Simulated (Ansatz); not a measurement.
Born–Oppenheimer molecular dynamics of C$_{6}$H$_{6}$ (12 atoms, charge 0, multiplicity 1). It starts from a relaxed structure.

All numbers below come from Ansatz, UKS PBE0/STO-3G.

- ensemble: NVE (velocity Verlet)
- time step: 0.5 fs
- steps asked: 195
- starting velocities drawn for: 400 K
- masses: H 3.016 u
- seed: 423012

First frame:

```xyz
12
Properties=species:S:1:pos:R:3
C -2.652 -0.483 -1.020
C -1.490 -0.677 -0.784
C -0.063 -0.916 -0.496
C 0.433 -1.114 0.926
C 0.735 0.038 0.389
C 1.357 1.399 0.445
H -3.693 -0.311 -1.234
H 0.457 -1.437 -1.318
H 0.455 -1.803 1.769
H 2.122 1.504 -0.340
H 0.592 2.172 0.274
H 1.826 1.572 1.423
```

(1) How far do the bonds stretch over the last three quarters of this one trajectory? (Pairs bonded in most of those frames.)

Results:

(1) 
| bond | mean (Å) | spread (Å) | shortest | longest |
| --- | --- | --- | --- | --- |
| C1–C2 | 1.203 | 0.012 | 1.18 | 1.23 |
| C1–H7 | 1.078 | 0.014 | 1.05 | 1.11 |
| C2–C3 | 1.476 | 0.029 | 1.42 | 1.53 |
| C3–C4 | 1.522 | 0.022 | 1.48 | 1.56 |
| C3–C5 | 1.525 | 0.023 | 1.48 | 1.57 |
| C3–H8 | 1.104 | 0.011 | 1.09 | 1.13 |
| C4–C5 | 1.309 | 0.014 | 1.27 | 1.33 |
| C4–H9 | 1.091 | 0.020 | 1.05 | 1.13 |
| C5–C6 | 1.499 | 0.024 | 1.46 | 1.55 |
| C6–H10 | 1.101 | 0.008 | 1.08 | 1.12 |
| C6–H11 | 1.102 | 0.017 | 1.08 | 1.13 |
| C6–H12 | 1.098 | 0.010 | 1.08 | 1.12 |

Mean temperature of the second half: 181 K. The conserved energy stayed within 0.093 meV per atom of its start (net change 0.053 meV per atom), so the integration is sound. The temperature averaged 0.45 of the 400 K drawn at the start: a run that starts near a minimum puts about half its kinetic energy into the potential. A run of 0.098 ps of so small a system gives no equilibrium averages. Limits of this set-up: minimal basis.

Run time: 10 min on 1 thread of Arm Neoverse V2, on a shared host, peak memory 0.13 GiB.
